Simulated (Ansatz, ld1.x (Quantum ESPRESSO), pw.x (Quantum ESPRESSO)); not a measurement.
# Equation-of-state test of one ultrasoft potential (boron)

ld1.x (Quantum ESPRESSO) 7.5 input, shortened:

```
&input
   title='B', zed=5., rel=1, dft='PBESOL', iswitch=3,
   config='[He] 2s1 2p0 3d-2'
 /
 &inputp
   pseudotype=3, tm=.true., lloc=-1, rcloc=1.65,
   nlcc=.true., new_core_ps=.true.,
   which_augfun='PSQ', rmatch_augfun=1.20
 /
5
2S  1  0   1.00   0.00  1.35  1.70  0.0
2S  1  0   0.00   1.00  1.35  1.70  0.0
2P  2  1   0.00   0.00  2.10  2.70  0.0
2P  2  1   0.00  -1.30  2.10  2.70  0.0
3D  3  2  -2.00   0.40  1.50  1.90  0.0
 &test
   configts(1)='2s1 2p0'
 /
```

Crystal test: fcc B in pw.x 7.5, no spin, 18³ k-points, Fermi–Dirac smearing 0.01 Ry, cutoffs 40/400 Ry. The reference is all-electron LAPW (Ansatz 0.2.0) with the same functional, mesh and smearing; V0 and B0 come from Birch–Murnaghan fits to the pressures at five volumes. Errors are pseudo minus all-electron; Δ is the rms difference of the E(V) curves that follow from these fits, minima aligned, over ±6 % about the mean V0. Mesh and smearing are coarse, so the numbers serve the comparison and aren't converged zero-temperature values; the lattice is a test structure that the element need not adopt.

```tsv
V (Å³/atom)	P all-electron (GPa)	P pseudo (GPa)
5.544	15.12	209.39
5.690	6.84	190.46
5.836	-0.51	171.67
5.982	-7.04	156.15
6.128	-12.83	137.80
```

All-electron: a0 = 2.856 Å (V0 = 5.83 Å³/atom), B0 = 278.7 GPa.

Pseudopotential: converged, but broken (pressure over 100 GPa off). The pressure does not cross zero within the volumes sampled, so no fit is given. The largest radius (2.70 bohr) exceeds half the bond length (1.91 bohr), so the spheres overlap, which is one possible source of error among others. A pressure error of this size marks a broken potential; the numbers have no physical meaning.

Question: At the middle volume, how do free energy and pressure move when the wave cutoff is lowered (ecutrho held at 400 Ry)?

Answer:

| cutoff (Ry) | shift of F (meV/atom) | shift of P (GPa) |
| --- | --- | --- |
| 18 | +104.1 | +1.09 |
| 24 | +22.4 | -2.86 |
| 32 | +1.2 | +0.03 |

The run at the middle volume (195 k-points, 11 iterations) took about 2.9 s on one core of a shared host (Neoverse-V2, 32 threads, 247 GiB, load 17).
